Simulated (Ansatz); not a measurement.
Results of LDA in Ansatz (plane waves, PAW) for fcc Ni.

Run with plane-wave cutoff 520 eV, 26×26×26 k mesh, Fermi–Dirac smearing 0.05 eV, spin-polarised with parallel moments, scalar-relativistic PAW data made under PBE.

The volume scan:

| V (Å³/atom) | E − E_lowest (meV/atom) | P (GPa) |
|---|---|---|
| 9.416 | 33.74 | 18.76 |
| 9.616 | 14.67 | 11.88 |
| 9.817 | 3.72 | 5.75 |
| 10.017 | 0.00 | 0.31 |
| 10.217 | 2.70 | -4.53 |
| 10.418 | 11.12 | -8.84 |
| 10.618 | 24.60 | -12.65 |

Question: Estimate the bulk modulus from the pressures at 9.817 and 10.217 Å³/atom, and compare it with a fit to all energies.

Answer: B = −V dP/dV. Between V = 9.817 and 10.217 Å³/atom, dP/dV = (-4.53 − (5.75))/(10.217 − 9.817) = -25.7 GPa per Å³/atom; at the midpoint 10.017 Å³/atom this gives B ≈ 257 GPa. The third-order Birch–Murnaghan fit gives V0 = 10.029 Å³/atom, B0 = 255 GPa, B′ = 4.9, which lies within 1 % of that estimate.

Measured, for comparison: bulk modulus 192 GPa (0 K value with the zero-point phonon effect removed, our sources range from 186 to 195; as tabulated in Mejia-Rodriguez and Trickey (2018), arXiv:1807.09216); equilibrium volume per atom 10.79 Å³/atom (static lattice: zero-point anharmonic expansion removed; as tabulated in Mejia-Rodriguez and Trickey (2018), arXiv:1807.09216). Computed (rounded) less measured: bulk modulus +33 % (+31 % to +37 % over the range), equilibrium volume per atom -7.0 %.

The computed numbers hold no vibrational or temperature effects.

Ansatz is a program for electronic structure.
